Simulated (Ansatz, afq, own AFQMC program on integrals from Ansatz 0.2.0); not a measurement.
# BSiH₂, quartet → BSiH$_{2}$⁺, quintet

```yaml
atoms:
  - { symbol: Si, position_ang: [0.0000, -0.0471, 0.5518] }
  - { symbol: B, position_ang: [0.0000, -0.0605, -1.3633] }
  - { symbol: H, position_ang: [0.0000, 1.1711, 1.4474] }
  - { symbol: H, position_ang: [0.0000, 0.7893, -2.2001] }
```

Connectivity, by distances: SiH–BH.

E(quintet, charge +1) − E(quartet, charge +0) at this geometry, on UHF and UHF determinants.

Basis cc-pVTZ. Noble-gas cores (and the filled d shells of Ga–Kr and In–Xe) are frozen. Ansatz 0.2.0 and our own AFQMC program on the same integrals; the CISD trial comes from CCSD amplitudes, and released means the phaseless constraint is let go. Error bars are statistical, one sigma. The errors of all members are added in quadrature.

No full CI on the walks' own integrals is used here; CCSDT(Q) serves as the reference and is uncertain by about the last step of the cluster series. Each member takes its own surest rung, up to full CI.

The best estimate is CCSD(T) at the basis-set limit (CBS: def2-TZVPP and def2-QZVPP, with their diffuse functions for anions and beside diffuse sets, CCSD(T) itself extrapolated) plus the step from CCSD(T) to CCSDT(Q) in cc-pVTZ. Rows without CBS are in cc-pVTZ; B2PLYP and the wave-function rows carry a basis error of their own. Core correlation and relativity beyond core potentials are missing, and ± holds the sampling alone.

Cautions: BSiH₂ (quartet): lower spins were not checked, the released energies are still falling, so no released level is given (meV from the phaseless value at times in 1/Eh: 1 ± 4 at 0.24, 0 ± 4 at 0.51, -6 ± 4 at 0.99, -8 ± 4 at 1.62, -16 ± 7 at 2.40), though the last usable value meets CCSDT(Q) within the noise; BSiH₂⁺ (quintet): another spin lies lower, raised T1 diagnostic (T1 0.045, weight of the determinant 0.87, largest double 0.08), its ph-AFQMC/CISD value lies 32 ± 4 meV above CCSDT(Q); this isn't the first ionization; core correlation is missing, and it shifts such a gap most where an s electron is promoted.

Best estimate: 11.860 eV.

```
        level  vertical ionization energy (eV)  error against the best estimate (eV)
           HF                           10.984                                -0.876
          MP2                           11.824                                -0.036
         CCSD                           11.773                                -0.087
      CCSD(T)                           11.776                                -0.083
        CCSDT                           11.763                                -0.096
     CCSDT(Q)                           11.762                                -0.097
ph-AFQMC/CISD                   11.780 ± 0.006                        -0.079 ± 0.006
       HF/CBS                           10.960                                -0.900
      MP2/CBS                           11.947                                 0.087
  CCSD(T)/CBS                           11.874                                 0.014
          PBE                           11.570                                -0.290
       r2SCAN                           11.622                                -0.238
         PBE0                           11.741                                -0.118
        B3LYP                           11.816                                -0.044
      wB97M-V                           11.829                                -0.031
       B2PLYP                           11.795                                -0.064
```

Correlation beyond CCSD(T) takes off 0.014 eV. Going to the basis-set limit adds 0.097 eV at CCSD(T). The perturbative (T) step is worth +0.003 eV.

Best estimates are given only where the step beyond CCSD(T) is under 0.3 eV and no member's determinant is very poor (T1 over 0.05, or 0.07 for open shells, ⟨S²⟩ too high by 0.3, two states mixed), so the hardest cases are missing from such tables.

The functionals ran in a triple-zeta set and keep a basis error of their own, a few kJ/mol for each bond in atomization energies and more for double hybrids, so close places among them and the extrapolated levels can swap.

CCSDT and higher add their correlation energy to the determinant of the CCSD(T) run, since their own runs factorise the integrals more tightly (a shift of under 2 meV). Each member of a difference takes its own highest rung, so a best estimate needn't equal the limit plus the step of one row. A walk keeps the symmetry of its determinant, which the program's search chose and which needn't be the lowest solution, so a lower state of the same spin and another symmetry isn't excluded.
